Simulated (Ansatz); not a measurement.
Born–Oppenheimer molecular dynamics of BClH3N (6 atoms, charge 0, multiplicity 1). It starts from a relaxed structure.

Computed with RKS CAM-B3LYP-D4/cc-pVDZ (Ansatz 0.2.0).

* ensemble: NVE (velocity Verlet)
* time step: 1 fs
* steps asked: 100
* starting velocities drawn for: 1000 K
* masses: H 2.014 u
* seed: 895493

First frame:

```xyz
6
Properties=species:S:1:pos:R:3
B 0.076 0.063 -0.022
Cl -0.018 -0.635 1.615
N 1.272 0.014 -0.712
H 2.113 -0.402 -0.331
H 1.374 0.396 -1.643
H -0.903 0.564 -0.497
```

What does the run give?

All steps were run.

```yaml
steps_done: 100
time_covered: 100 fs
mean_temperature_over_the_second_half: 491 K
spread_of_the_potential_energy_over_the_second_half: 11.9 meV per atom
mean_potential_energy_of_the_second_half_above_the_start: 45.1 meV per atom
```

The conserved energy stayed within 2.7 meV per atom of its start (net change 2.2 meV per atom), so the integration is sound. Over the second half the temperature averaged 0.49 of the 1000 K drawn at the start: a run that starts near a minimum puts about half its kinetic energy into the potential. A run of 0.1 ps of so small a system gives no equilibrium averages.

What happens to the structure?

The same pairs are bonded in the first frame and the last. Pairs count as bonded within 1.25 times the sum of covalent radii (0.12 Å more for H–H). This is one draw of velocities; another would differ in detail.

How do temperature and energy run in time?


```json
{"time (fs)": "0", "T (K)": "1000", "potential energy less start (eV)": "0.000", "conserved less start (meV/atom)": "0.00"}
{"time (fs)": "5", "T (K)": "497", "potential energy less start (eV)": "0.271", "conserved less start (meV/atom)": "1.73"}
{"time (fs)": "10", "T (K)": "224", "potential energy less start (eV)": "0.417", "conserved less start (meV/atom)": "2.69"}
{"time (fs)": "15", "T (K)": "310", "potential energy less start (eV)": "0.367", "conserved less start (meV/atom)": "1.69"}
{"time (fs)": "20", "T (K)": "640", "potential energy less start (eV)": "0.187", "conserved less start (meV/atom)": "0.10"}
{"time (fs)": "25", "T (K)": "655", "potential energy less start (eV)": "0.179", "conserved less start (meV/atom)": "0.18"}
{"time (fs)": "30", "T (K)": "267", "potential energy less start (eV)": "0.392", "conserved less start (meV/atom)": "2.07"}
{"time (fs)": "35", "T (K)": "383", "potential energy less start (eV)": "0.331", "conserved less start (meV/atom)": "1.97"}
{"time (fs)": "40", "T (K)": "492", "potential energy less start (eV)": "0.270", "conserved less start (meV/atom)": "1.23"}
{"time (fs)": "45", "T (K)": "799", "potential energy less start (eV)": "0.107", "conserved less start (meV/atom)": "0.41"}
{"time (fs)": "50", "T (K)": "642", "potential energy less start (eV)": "0.191", "conserved less start (meV/atom)": "0.93"}
{"time (fs)": "55", "T (K)": "299", "potential energy less start (eV)": "0.375", "conserved less start (meV/atom)": "2.11"}
{"time (fs)": "60", "T (K)": "497", "potential energy less start (eV)": "0.267", "conserved less start (meV/atom)": "1.15"}
{"time (fs)": "65", "T (K)": "471", "potential energy less start (eV)": "0.279", "conserved less start (meV/atom)": "0.85"}
{"time (fs)": "70", "T (K)": "580", "potential energy less start (eV)": "0.223", "conserved less start (meV/atom)": "0.89"}
{"time (fs)": "75", "T (K)": "517", "potential energy less start (eV)": "0.259", "conserved less start (meV/atom)": "1.54"}
{"time (fs)": "80", "T (K)": "372", "potential energy less start (eV)": "0.336", "conserved less start (meV/atom)": "1.98"}
{"time (fs)": "85", "T (K)": "593", "potential energy less start (eV)": "0.215", "conserved less start (meV/atom)": "0.73"}
{"time (fs)": "90", "T (K)": "610", "potential energy less start (eV)": "0.205", "conserved less start (meV/atom)": "0.59"}
{"time (fs)": "95", "T (K)": "521", "potential energy less start (eV)": "0.256", "conserved less start (meV/atom)": "1.31"}
{"time (fs)": "100", "T (K)": "292", "potential energy less start (eV)": "0.379", "conserved less start (meV/atom)": "2.17"}
```

Time of the run: 2.7 min on 1 thread of Arm Neoverse V2, on a shared host, peak memory 0.12 GiB.
